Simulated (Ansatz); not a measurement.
Two isomers of CH6B2: A = `BCB`, B = `BBC`.

Gas-phase electronic energies from Ansatz, PBE0-D4/def2-TZVP geometries. CCSD(T)/CBS adds triple-zeta CCSD(T) − MP2 to the extrapolated MP2 energy (def2 sets, frozen cores). DFT in def2-TZVPP. B3LYP here is the variant with VWN-RPA as its local correlation; programs differ in this.

A:

```xyz
9

B     1.072   -0.714    0.090
C    -0.275   -0.105    0.557
B    -0.787    0.875   -0.531
H     1.114   -1.363   -0.915
H     2.083   -0.538    0.707
H    -0.274    0.293    1.570
H    -0.971   -0.957    0.451
H    -0.945    2.038   -0.297
H    -1.019    0.470   -1.633
```

B:

```xyz
9

B     0.3573    1.4943    0.4988
B     0.3717    0.1007   -0.3629
C    -0.4749   -1.1911   -0.1179
H    -0.3884    2.4008    0.2444
H     1.1228    1.6911    1.4035
H     1.1073    0.0818   -1.3229
H    -1.0393   -1.2302    0.8144
H    -1.1936   -1.2533   -0.9481
H     0.1371   -2.0940   -0.2093
```

(1) Which is lower in electronic energy at CCSD(T)/CBS, and by how much? (An estimate is asked.)

(2) Give E(B) − E(A) in kJ/mol with B3LYP, LDA (SPW92), r2SCAN-D4, B3LYP-D4, B2PLYP, PBE0-D4, HF/def2-TZVPP. (Estimate.)

(3) Does the order hold for the free energy at 298.15 K (harmonic terms from PBE0-D4)? (Estimate.)

Largest T1 diagnostic: 0.011.

Results:

(1) The calculation gave: A, by 25.3 kJ/mol.

(2) Ansatz gave: B3LYP 17.9, LDA (SPW92) 17.6, r2SCAN-D4 18.1, B3LYP-D4 19.0, B2PLYP 23.3, PBE0-D4 18.7, HF/def2-TZVPP 24.1. None reverses the order clearly.

(3) Computed: Yes: G(B) − G(A) = +23.7 kJ/mol.

From BLYP to BHLYP (50 % exact exchange), in def2-TZVPP and without D4, E(B) − E(A) moves by +6.6 kJ/mol. Leaving LDA and LC-ωPBE aside and taking each functional with its dispersion term where it has one, the values, not all of them listed here, spread over 13.7 kJ/mol, from B97M-V to PBE-QIDH.
